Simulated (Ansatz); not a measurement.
HAl–Ga–F, singlet: reading a ladder of total energies

Geometry: a PBE0/def2-TZVP stationary point for this spin, not checked as a minimum.

```yaml
atoms:
  - { symbol: Al, position_ang: [0.0000, -0.3165, 2.3078] }
  - { symbol: Ga, position_ang: [0.0000, 0.2395, -0.3874] }
  - { symbol: F, position_ang: [0.0000, -0.4984, -1.9957] }
  - { symbol: H, position_ang: [0.0000, 1.2983, 2.6383] }
```

Basis cc-pVTZ; Ansatz 0.2.0. Only valence electrons are correlated (noble-gas cores and the filled d shells of p-block atoms frozen), which leaves 14 electrons in 101 orbitals. R marks a restricted (for open shells ROHF) determinant. No spin–orbit coupling is included, and no scalar relativity.

Full CI isn't at hand for all of this; RCCSDT(Q) serves as the reference, and is uncertain by the last step of the cluster series or more.

RCCSD has a T1 diagnostic of 0.018 and a largest doubles amplitude of 0.12.

Runs differ by some tens of microhartree through their thresholds, so steps under 0.03 kcal/mol mean nothing.

```
    level  total energy (hartree)
      RHF            -2265.277825
     RMP2            -2265.662832
    RCCSD            -2265.685923
 RCCSD(T)            -2265.699880
   RCCSDT            -2265.700865
RCCSDT(Q)            -2265.701639
```

Problem. What is the correlation energy at RCCSDT(Q), and what share of it do RMP2 and RCCSD recover?

Solution. E(corr) = -2265.701639 − (-2265.277825) = -0.423814 hartree = -11.533 eV. RMP2: -0.385007 / -0.423814 = 90.84 %. RCCSD: -0.408098 / -0.423814 = 96.29 %.

Problem. By how many kcal/mol does RCCSD(T) miss RCCSDT(Q) (1 hartree = 627.509 kcal/mol), and which steps make up the rest?

Solution. -2265.699880 − (-2265.701639) = 0.001759 hartree = 1.10 kcal/mol. Steps: RCCSDT − RCCSD(T) = -0.62, RCCSDT(Q) − RCCSDT = -0.49 kcal/mol. Differences between like states or geometries often cancel part of this.
